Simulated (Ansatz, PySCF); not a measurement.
tetrafluoromethane (CF₄), SMILES FC(F)(F)F. Atoms are numbered in the order given.

```xyz
5

F      0.7638    -0.7638     0.7638
C      0.0000     0.0000     0.0000
F     -0.7638    -0.7638    -0.7638
F     -0.7638     0.7638     0.7638
F      0.7638     0.7638    -0.7638
```

Coordinates come from a B3LYP-D3(BJ)/def2-SVP optimisation.

Two levels are set side by side: PBE-D3(BJ)/def2-SVP (Ansatz, an electronic-structure program) and B3LYP-D3(BJ)/def2-SVP (Ansatz). Each level has its own optimised geometry; the coordinates shown are those of the second. Frequencies come from the Hessian of PySCF at each geometry. Differences are taken from unrounded values.

```
quantity                            B3LYP-D3(BJ)  PBE-D3(BJ)  PBE-D3(BJ) minus B3LYP-D3(BJ)
----------------------------------  ------------  ----------  -----------------------------
mean bond length (Å)                       1.323       1.334                          0.011
bond F1–C2 (Å)                             1.323       1.334                          0.011
bond C2–F3 (Å)                             1.323       1.334                          0.011
bond C2–F4 (Å)                             1.323       1.334                          0.011
bond C2–F5 (Å)                             1.323       1.334                          0.011
highest harmonic wavenumber (cm⁻¹)          1305        1254                            -51
mean harmonic wavenumber (cm⁻¹)              844         813                            -31
zero-point energy (kcal/mol)               10.86       10.46                          -0.40
```

GGA bonds tend to be longer and softer than those of functionals with exact exchange. Differences between two approximate levels are no errors against the true value.
